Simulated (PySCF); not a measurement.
# AlN2: relaxation and vibrations of the doublet

The task is one start of a wider search on AlN2: the doublet, from a linear start. It is relaxed, tested by its Hessian and followed downhill if it is a saddle.

The runs use PySCF 2.14.0; PBE0, basis Al def2-TZVP, N def2-TZVP, no relativity, density fitting.

### 1 Where the work starts

3 atoms, charge 0, spin multiplicity 2.

Bond lengths: Al1–N2 1.730 Å, Al1–N3 1.730 Å. Angles: N2–Al1–N3 180.0°.

Z-matrix (Å, degrees; charge 0 multiplicity 2):
```
Al
N  1 1.7300
N  1 1.7300 2 180.00
```

### 2 The SCF at the typed geometry

The steps below are one call of a driver around PySCF. For each, scf.py gives the equivalent set-up of the SCF; relaxations use the driver's own optimiser. After this first run the driver tries any further starts and a stability analysis.

scf.py reads:

```python
from pyscf import gto, scf, dft
mol = gto.M(atom='''
Al     0.000000     0.000000     0.000000
N      0.000000     0.000000     1.730000
N      0.000000     0.000000    -1.730000''',
    basis={'Al': 'def2-TZVP', 'N': 'def2-TZVP'},
    charge=0, spin=1)
mf = dft.UKS(mol, xc='PBE0')
mf.grids.atom_grid = (50, 194)
aux = {'Al': 'def2-universal-JKFIT', 'N': 'def2-universal-JKFIT'}
mf = mf.density_fit(auxbasis=aux)
mf.conv_tol = 1e-08
mf.diis_space = 10
mf.max_cycle = 60
mf.init_guess = 'minao'
mf.verbose = 4
mf.kernel()
```

Started as:

```bash
$ OMP_NUM_THREADS=4 python axn.py task.json out
```

The runs that follow: Linear start, doublet: relaxation; Relaxing without the symmetry constraint; Is it a minimum? Harmonic modes.

What does the calculation give? Wanted: minimum; geometry; wavenumbers; dipole moment; highest occupied, lowest empty level; polar-tensor charge of Al1; zero-point energy; atomisation energy; ⟨S²⟩.

The runs gave:

| quantity | value |
| --- | --- |
| minimum | broken-symmetry (Ms = 1/2), C∞v |
| geometry | Al–N 1.739 Å, Al–N 1.869 Å; N–Al–N 180.0° |
| wavenumbers (cm⁻¹) | 132, 142, 581, 913 |
| dipole moment | 2.46 D |
| highest occupied, lowest empty level (either spin) | -6.90, -4.27 eV |
| polar-tensor charge of Al1 | +0.36 e |
| zero-point energy | 10.6 kJ/mol |
| entropy at 298.15 K | 257.7 J/(mol K) |
| atomisation energy (no zero-point energy) | 421 kJ/mol |
| ⟨S²⟩ | 1.752 |

**Reading.** The linear start (D∞h) ends in a minimum of C∞v symmetry. The determinant is spin-contaminated (⟨S²⟩ = 1.75 against 0.75), so it is no pure spin state. In the infrared the band at 132 cm⁻¹ (bend) leads. The first SCF alone would have been 168 kJ/mol too high. Other starts or spin states, not run here, may lie lower. The SCF density has lower symmetry than the nuclear frame.
